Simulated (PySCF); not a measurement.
Ionisation energy of C by level of theory

C [He] 2s2 2p2 [2p1/2^2, M_J = 0] → C⁺ [He] 2s2 2p1 [2p1/2^1, M_J = 1/2], as a difference of total energies. Calculation: PySCF 2.14, in x2c-SVPall-2c (3s2p1d, 14 functions); the two-component X2C-1e Hamiltonian. Correlated levels: 1s2 frozen. "Screened" scales the spin-orbit matrix elements by Boettger's factors to mimic the two-electron term; Breit and QED terms are absent.

```tsv
method	ionisation energy (eV)	error (eV)
GHF (spin-free)	10.831	-0.429
GMP2 (spin-free)	11.132	-0.128
GHF (screened spin-orbit)	10.828	-0.432
GMP2 (screened spin-orbit)	11.130	-0.130
```

Reference: 11.260 eV (measured; NIST Atomic Spectra Database, ionization energies).

Errors of the correlated levels include the incompleteness of this basis and the frozen core.

The labels give the starting determinants; with spin-orbit coupling the two ends relaxed to ⟨J²⟩ = 2.00, ⟨L²⟩ = 2.00, ⟨S²⟩ = 2.00 and ⟨J²⟩ = 1.06, ⟨L²⟩ = 2.01, ⟨S²⟩ = 0.75.

The determinant of C and of C⁺ mixes levels of different J (the jj label is only the starting occupation), so the difference between spin-free and spin-orbit rows is not the physical spin-orbit shift.
